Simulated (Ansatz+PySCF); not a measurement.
# singlet SH(-): levels of theory in one basis

```xyz
2

S     0.0000    0.0000   -0.0800
H     0.0000    0.0000    1.2800
```

Basis set: def2-SVP (spherical functions). Correlated methods keep 5 orbitals frozen. Charge -1, multiplicity 1.

Computed with Ansatz (development build ahead of 0.2.0); each method stands on the lowest determinant of its kind that the runs found. NEVPT2 correlates all electrons. Active spaces start from the frontier orbitals, and the lowest solution found is given.

| method | E − E(RHF) (eV) | <S²> of the determinant |
| --- | --- | --- |
| RHF | 0.00 | 0.00 |
| RHF-MP2 | -3.59 | – |
| RHF-CCSD(T) | -4.15 | – |
| full CI (lowest root of this spin) | -4.16 | – |
| CASSCF(8,5) | -0.46 | – |
| CASSCF(2,2) | -0.42 | – |
| SC-NEVPT2(2,2) | -3.83 | – |
| SC-NEVPT2(8,5) | -3.56 | – |

Problem. What does RHF-CCSD give on the same scale?

Solution. -4.08 eV.

Problem. Is a single determinant a sound starting point here?

Solution. By this sign, yes. Unrestricted orbitals gain 0.00 eV and <S²> is 0.00 against 0.00 for a pure state. The CASSCF(8,5) natural occupations are 2.00, 2.00, 2.00, 1.98, 0.03. The CASSCF(2,2) natural occupations are 1.98, 0.02.

Caution: no diffuse functions for an anion. Caution for CASSCF(2,2), SC-NEVPT2(2,2): other starts end on other solutions of this active space.
